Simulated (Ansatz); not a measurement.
**Ir, fcc: geometry optimisation**

The calculation used DFT, PBE, plane waves (420 eV) with PAW, scalar-relativistic (Ansatz 0.2.0).

k-point mesh 14×14×14, Fermi-Dirac smearing 0.1 eV, no spin polarisation. Cell and atoms relax.

Starting structure:

```
CELL_PARAMETERS angstrom
0.00000 1.91970 1.91970
1.91970 0.00000 1.91970
1.91970 1.91970 0.00000
ATOMIC_POSITIONS crystal
Ir 0.00000 0.00000 0.00000
```

Q: The pressure at the start is 9.4 GPa. By how much does the volume change?

A: From 14.15 to 14.51 Å³ per atom, 2.6 %. The final cell has a = 3.872 Å.

Q: How much energy does the relaxation gain?

A: 10.4 meV per atom.
